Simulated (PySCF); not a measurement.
# CHF (SMILES [CH]F) at r2SCAN/STO-3G

What is the energy change on altering one bond length of CHF at r2SCAN/STO-3G? Input form: a Python script.

Program for the calculation: PySCF 2.14.0.

22 further runs of the same task are left out: 10 that didn't finish, 12 set aside as unsound or not needed.

### Step 1. The system as given

CHF: 3 atoms, total charge 0, spin state singlet. SMILES: `[CH]F`. The shape is that of a GFN2-xTB optimisation.

Bond lengths: C1–F2 1.316 Å, C1–H3 1.069 Å. Angles: F2–C1–H3 121.3°.

### Step 2. A single-point energy at r2SCAN/STO-3G

Input file calc.py:

```python
# [CH]F
from pyscf import gto, dft

mol = gto.M(
    atom='''
C     -0.128130    -0.359190    -0.106370
F      0.969610    -0.011280     0.530170
H     -0.841470     0.370470    -0.423800
''',
    max_memory=1860,
    basis='sto-3g',
    verbose=3,
)

mf = dft.RKS(mol)
mf.xc = 'r2scan'
mf.grids.level = 5
mf.conv_tol = 1e-10
mf.kernel()
if not mf.converged:
    mf = mf.newton().run(mf.mo_coeff, mf.mo_occ)

energy = mf.e_tot
print('E(%s) = %.9f' % ('R2SCAN', energy))
```

Started as:

```
$ OMP_NUM_THREADS=1 python calc.py
```

What it wrote:

```text
converged SCF energy = -136.400994865132
E(R2SCAN) = -136.400994865
```

Run time: 1.8 s. Hardware: 1 thread of Arm Neoverse V1, shared host; peak memory 0.16 GiB.

### Step 3. The distorted shape

Input file input.py:

```python
from pyscf import gto, dft

mol = gto.M(
    atom='''
C       -0.677034      -0.533156      -0.424660
F        0.969610      -0.011280       0.530170
H       -1.390374       0.196504      -0.742090
''',
    max_memory=1860,
    basis='sto-3g',
    verbose=4,
)

mf = dft.RKS(mol)
mf.xc = 'r2scan'
mf.conv_tol = 1e-10
mf.grids.level = 5
mf.kernel()
if not mf.converged:
    mf = mf.newton().run(mf.mo_coeff, mf.mo_occ)

e_tot = mf.e_tot
print(f'total energy: {e_tot:.8f} hartree')
```

Started as:

```
$ OMP_NUM_THREADS=1 python input.py
```

What it wrote:

```text
PySCF version 2.14.0

[INPUT] num. atoms = 3
[INPUT] num. electrons = 16
[INPUT] charge = 0
[INPUT] spin (= nelec alpha-beta = 2S) = 0
[INPUT] symmetry False subgroup None
[INPUT] Mole.unit = angstrom
[INPUT] Symbol           X                Y                Z      unit          X                Y                Z       unit  Magmom
[INPUT]  1 C     -0.677034000000  -0.533156000000  -0.424660000000 AA   -1.279408837019  -1.007518821669  -0.802491096058 Bohr   0.0
[INPUT]  2 F      0.969610000000  -0.011280000000   0.530170000000 AA    1.832297347640  -0.021316110685   1.001876099461 Bohr   0.0
[INPUT]  3 H     -1.390374000000   0.196504000000  -0.742090000000 AA   -2.627426070716   0.371338742382  -1.402346859778 Bohr   0.0

nuclear repulsion = 19.2203255407537
number of shells = 7
number of NR pGTOs = 33
number of NR cGTOs = 11
basis = sto-3g
ecp = {}

******** <class 'pyscf.dft.rks.RKS'> ********
method = RKS
initial guess = minao
damping factor = 0
level_shift factor = 0
DIIS = <class 'pyscf.scf.diis.CDIIS'>
diis_start_cycle = 1
diis_space = 8
diis_damp = 0
SCF conv_tol = 1e-10
SCF conv_tol_grad = None
SCF max_cycles = 50
direct_scf = True
direct_scf_tol = 1e-13
XC library pyscf.dft.libxc version 7.0.0
    S. Lehtola, C. Steigemann, M. J.T. Oliveira, and M. A.L. Marques.,  SoftwareX 7, 1–5 (2018)
XC functionals = r2scan
    J. W. Furness, A. D. Kaplan, J. Ning, J. P. Perdew, and J. Sun.,  J. Phys. Chem. Lett. 11, 8208-8215 (2020)
    J. W. Furness, A. D. Kaplan, J. Ning, J. P. Perdew, and J. Sun.,  J. Phys. Chem. Lett. 11, 9248-9248 (2020)
    J. W. Furness, A. D. Kaplan, J. Ning, J. P. Perdew, and J. Sun.,  J. Phys. Chem. Lett. 11, 8208-8215 (2020)
    J. W. Furness, A. D. Kaplan, J. Ning, J. P. Perdew, and J. Sun.,  J. Phys. Chem. Lett. 11, 9248-9248 (2020)
radial grids:
    Treutler-Ahlrichs [JCP 102, 346 (1995); DOI:10.1063/1.469408] (M4) radial grids

becke partition: Becke, JCP 88, 2547 (1988); DOI:10.1063/1.454033
pruning grids: <function nwchem_prune>
grids dens level: 5
symmetrized grids: False
atomic radii adjust function: <function treutler_atomic_radii_adjust>
small_rho_cutoff = 0
Set gradient conv threshold to 1e-05
Initial guess from minao.
tot grids = 110400
init E= -136.085839636732
  HOMO = -0.225481552998475  LUMO = -0.106518184077714  gap/eV = 3.23716
cycle= 1 E= -136.001518978732  delta_E= 0.0843  |g|= 0.535  |ddm|= 1.85
  HOMO = 0.236412429202939  LUMO = 0.302717834169886  gap/eV = 1.80426
cycle= 2 E= -124.383085080365  delta_E= 11.6  |g|=  3.4  |ddm|= 7.35
  HOMO = 0.00938852778773308  LUMO = 0.0107889140156091  gap/eV = 0.03811
cycle= 3 E= -132.996463598211  delta_E= -8.61  |g|= 2.28  |ddm|= 6.34
  HOMO = -0.0496203389308306  LUMO = -0.0424308388336012  gap/eV = 0.19564
cycle= 4 E= -134.93687571795  delta_E= -1.94  |g|= 2.12  |ddm|=  1.3
  HOMO = -0.0427766995201783  LUMO = -0.0386205987336625  gap/eV = 0.11309
cycle= 5 E= -134.56616049514  delta_E= 0.371  |g|= 2.28  |ddm|= 0.276
  HOMO = -0.0734233697590472  LUMO = -0.05480249690175  gap/eV = 0.50670
cycle= 6 E= -136.052522011062  delta_E= -1.49  |g|= 0.863  |ddm|= 1.41
  HOMO = -0.105733638359535  LUMO = -0.0712131280555152  gap/eV = 0.93935
cycle= 7 E= -136.259213780406  delta_E= -0.207  |g|= 0.0406  |ddm|= 0.863
  HOMO = -0.10779445156886  LUMO = -0.0662708001650923  gap/eV = 1.12992
cycle= 8 E= -136.257464223969  delta_E= 0.00175  |g|= 0.079  |ddm|= 0.0676
  HOMO = -0.107782979226475  LUMO = -0.0662298371431067  gap/eV = 1.13072
cycle= 9 E= -136.257494299731  delta_E= -3.01e-05  |g|= 0.0785  |ddm|= 0.000623
  HOMO = -0.106697989464484  LUMO = -0.0656111037098093  gap/eV = 1.11803
cycle= 10 E= -136.259068792184  delta_E= -0.00157  |g|= 0.0471  |ddm|= 0.04
  HOMO = -0.105318813210305  LUMO = -0.0648840642206178  gap/eV = 1.10029
cycle= 11 E= -136.259912083105  delta_E= -0.000843  |g|= 0.0053  |ddm|= 0.0512
  HOMO = -0.105234824539776  LUMO = -0.0649875552121045  gap/eV = 1.09518
cycle= 12 E= -136.25992084986  delta_E= -8.77e-06  |g|= 0.00221  |ddm|= 0.00394
  HOMO = -0.105160825925096  LUMO = -0.0650777469666488  gap/eV = 1.09072
cycle= 13 E= -136.259922576797  delta_E= -1.73e-06  |g|= 0.000558  |ddm|= 0.00348
  HOMO = -0.105171939486026  LUMO = -0.0650693623802232  gap/eV = 1.09125
cycle= 14 E= -136.259922691236  delta_E= -1.14e-07  |g|= 8.97e-05  |ddm|= 0.000612
  HOMO = -0.105174671289851  LUMO = -0.0650680323584374  gap/eV = 1.09136
cycle= 15 E= -136.259922694256  delta_E= -3.02e-09  |g|= 3.31e-06  |ddm|= 0.000114
  HOMO = -0.105174578230168  LUMO = -0.0650680505642426  gap/eV = 1.09135
cycle= 16 E= -136.25992269426  delta_E= -4.04e-12  |g|= 3.49e-07  |ddm|= 3.65e-06
  HOMO = -0.105174475289797  LUMO = -0.0650681125106891  gap/eV = 1.09135
Extra cycle  E= -136.259922694256  delta_E= 4.15e-12  |g|= 3.43e-06  |ddm|= 4.6e-06
converged SCF energy = -136.259922694256
total energy: -136.25992269 hartree
```

It took 2.6 s on 1 thread of Arm Neoverse V1, shared host; peak memory 0.16 GiB.

### Step 4. Outcome

At r2SCAN/STO-3G:

| quantity | value |
| --- | --- |
| first shape: total energy | -136.40099 Eh |
| first shape: dipole moment | 1.68 D |
| first shape: HOMO energy | -1.12 eV |
| first shape: LUMO energy | 0.03 eV |
| first shape: HOMO–LUMO gap | 1.15 eV |
| distorted shape: total energy | -136.25992 Eh |
| distorted shape: dipole moment | 1.59 D |
| distorted shape: HOMO energy | -2.86 eV |
| distorted shape: LUMO energy | -1.77 eV |
| distorted shape: HOMO–LUMO gap | 1.09 eV |
| energy change with the C1–F2 bond stretched from 1.316 to 1.974 Å | 3.839 eV |

What this shows: One bond (distorted shape) is far stretched, which a spin-restricted single reference describes badly; a broken-symmetry solution may lie lower. With the C1–F2 bond stretched from 1.316 to 1.974 Å the energy rises by 3.84 eV (89 kcal/mol). The first shape isn't relaxed at this level, so the change isn't measured from a minimum. A restricted reference can't describe the breaking bond well at this length. The minimal basis adds a large error of its own.
